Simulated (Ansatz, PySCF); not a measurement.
Potential energy curve for BeH, doublet.

Levels of theory: UKS-PBE = unrestricted PBE/cc-pVTZ (Ansatz, a first-principles code); UKS-CAM-B3LYP = unrestricted CAM-B3LYP/cc-pVTZ run with PySCF 2.14.0; UCCSD(T) = CCSD(T) on UHF/cc-pVTZ (PySCF).

Energies relative to the lowest point of each curve near equilibrium, in eV; the last columns give the difference from UCCSD(T):

```tsv
R / Å	UKS-PBE	UKS-CAM-B3LYP	UCCSD(T)	UKS-PBE − UCCSD(T)	UKS-CAM-B3LYP − UCCSD(T)
1.09	0.715	0.663	0.646	0.069	0.017
1.15	0.390	0.348	0.337	0.053	0.011
1.22	0.153	0.125	0.119	0.034	0.006
1.29	0.033	0.019	0.018	0.015	0.002
1.33	0.005	0.000	0.000	0.005	0.000
1.36	0.000	0.001	0.003	-0.003	-0.001
1.38	0.003	0.009	0.011	-0.007	-0.002
1.43	0.031	0.048	0.051	-0.019	-0.003
1.51	0.124	0.159	0.161	-0.037	-0.002
1.57	0.223	0.272	0.271	-0.049	0.000
1.67	0.422	0.495	0.486	-0.065	0.008
1.85	0.834	0.948	0.916	-0.082	0.032
2.05	1.291	1.439	1.371	-0.080	0.068
2.23	1.647	1.804	1.700	-0.053	0.104
2.45	1.974	2.114	1.960	0.014	0.154
2.73	2.222	2.330	2.103	0.119	0.227
2.98	2.326	2.420	2.143	0.183	0.277
3.30	2.373	2.467	2.154	0.219	0.313
3.69	2.387	2.487	2.155	0.233	0.332
4.11	2.392	2.494	2.154	0.237	0.340
4.72	2.394	2.497	2.155	0.239	0.342
```

UKS-PBE is furthest from UCCSD(T) at 4.72 (0.239 eV, above); its mean absolute difference over the points is 0.086 eV.

UKS-CAM-B3LYP is furthest from UCCSD(T) at 4.72 (0.342 eV, above); its mean absolute difference over the points is 0.107 eV.

The scan ran from 1.09 to 5.41 Å; beyond the distances shown one of the unrestricted levels run for this scan, shown here or not, changes its spin distribution in one step. The unrestricted determinant behind UCCSD(T) is spin-contaminated at 2.05 to 4.72 Å (<S²> up to 1.0, against 0.75 for a pure doublet).
